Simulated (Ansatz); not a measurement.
## Rock-salt MgS

Method: Hartree–Fock (Ansatz, a quantum-chemistry and plane-wave program, plane waves, PAW).

Run with plane-wave cutoff 460 eV, 8×8×8 k mesh, Fermi–Dirac smearing 0.01 eV, scalar-relativistic PAW data made under PBE.

Cell: relaxed at this level.

For rock-salt MgS, the volume per atom is 18.45 Å³/atom and the bulk modulus B0 comes out as 77.0 GPa. The equilibrium lattice constant a is 5.285 Å and the band gap is 10.16 eV (on the SCF k mesh) (indirect). The smallest direct gap on the k points sampled comes out as 11.26 eV and the width of the whole s-p valence band comes out as 17.45 eV.

Measured, for comparison: equilibrium volume per atom 17.45 Å³/atom, bulk modulus 81 GPa, lattice constant a 5.188 Å (corrected for zero-point motion; as tabulated in Goldzak et al. (2022), arXiv:2208.04865). Computed (rounded) less measured: equilibrium volume per atom +5.7 %, bulk modulus -5 %, lattice constant a +1.9 %.

Static lattice: no zero-point or thermal effects.

It cost very roughly 10 core-minutes of CPU time.
